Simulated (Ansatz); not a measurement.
Process, species as SMILES: FC(=[C]F)F → 2 C atom + 3 F atom
B3LYP-D3(BJ)/def2-TZVP geometries, fixed; electronic energies without zero-point terms.

How fast the atomisation energy converges with the basis for several methods (Ansatz, a first-principles code): deviation from each method's own reference, in kcal/mol. References: B2PLYP 459.92 kcal/mol, the value in aug-cc-pVQZ; B3LYP 459.38 kcal/mol, the value in aug-cc-pVQZ; HF 293.79 kcal/mol, the value in def2-QZVPPD; MP2 478.66 kcal/mol, Hartree-Fock in cc-pVQZ plus the correlation part extrapolated as X^-3 from cc-pVTZ and cc-pVQZ; PBE 499.52 kcal/mol, the value in aug-cc-pVQZ. Cartesian d functions, on some or all atoms, in 6-31G**; all else is spherical. In correlated methods cores are frozen. An unrestricted Hartree-Fock determinant is markedly spin-contaminated. Open shells are unrestricted. No added dispersion term, no relativity. 

```csv
basis,functions,B2PLYP,B3LYP,HF,MP2,PBE
3-21G,45,-44.03,-17.54,___,-99.75,-8.95
cc-pVDZ,70,-19.07,-4.94,___,-50.35,-1.40
pcseg-1,70,-19.16,-8.71,___,-44.01,-6.32
def2-SVP,70,1.70,13.78,___,-26.02,15.90
6-31G**,75,-6.36,5.30,___,-33.38,8.74
def2-SVPD,109,0.05,7.37,___,-19.98,7.38
aug-cc-pVDZ,115,-18.49,-10.54,___,-39.13,-9.47
aug-pcseg-1,115,-11.05,-5.13,___,-28.75,-4.07
"6-311++G(2d,2p)",135,-11.81,-5.81,___,-30.24,-5.10
cc-pVTZ,150,-3.17,0.56,___,-15.49,1.81
aug-pcseg-2,230,-1.12,0.30,___,-8.57,0.22
cc-pVQZ,275,-0.27,0.73,___,-6.08,1.43
```

### Question
Some entries are withheld; supply them.

### Answer

- 3-21G, HF: -46.11
- cc-pVDZ, HF: -16.75
- pcseg-1, HF: -15.00
- def2-SVP, HF: 6.00
- 6-31G**, HF: -4.00
- def2-SVPD, HF: 8.72
- aug-cc-pVDZ, HF: -11.56
- aug-pcseg-1, HF: -1.79
- 6-311++G(2d,2p), HF: -5.99
- cc-pVTZ, HF: -1.20
- aug-pcseg-2, HF: 1.93
- cc-pVQZ, HF: -0.11

Mean absolute deviation over 6-311++G(2d,2p), cc-pVTZ, aug-pcseg-2: B3LYP 2.22, PBE 2.38, HF 3.04, B2PLYP 5.37, MP2 18.10 kcal/mol.
